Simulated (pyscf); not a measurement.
H₃C–NH₂ + ZnH• → [H₃C–NH–Zn]• + H₂, a four-centre exchange (doublet surface; H–Zn, H–N broken, N–Zn, H–H formed). Structures and frequencies: ωB97X-D3(BJ)/def2-SVP in PySCF. Energies in kJ/mol from the separated reactants.

Small-basis levels: PySCF, no dispersion term, spherical d functions. Open shells are spin-unrestricted. 

### Question
Quick SVWN5/6-31G*+LANL2DZ single points give ΔE‡ = 1.6 kJ/mol and ΔE = -8.3 kJ/mol. What does ωB97M-D3(BJ)/def2-TZVP give, and how far is the quick result from it?

### Answer
ωB97M-D3(BJ)/def2-TZVP gives ΔE‡ = 94.5 kJ/mol and ΔE = +21.6 kJ/mol. SVWN5/6-31G*+LANL2DZ lies 92.9 kJ/mol under it in the barrier and 29.9 kJ/mol under it in the reaction energy, so on this step it does not hold to within 12.6 kJ/mol. ωB97M-D3(BJ)/def2-TZVP has limits of its own. On the reactant side the descent ends in an adduct with a N–Zn contact, 53.6 kJ/mol under the separated species and 141.3 kJ/mol under the saddle at ωB97X-D3(BJ)/def2-TZVP. What is counted as formed (N–Zn) is already present as a longer contact in the reactant adduct; forming that adduct is a step of its own. At the saddle there is also a short H–Zn contact that neither side keeps. This is the saddle that the search found; another between the same sides may lie lower. In the def2 sets elements up to Kr have no core potential.
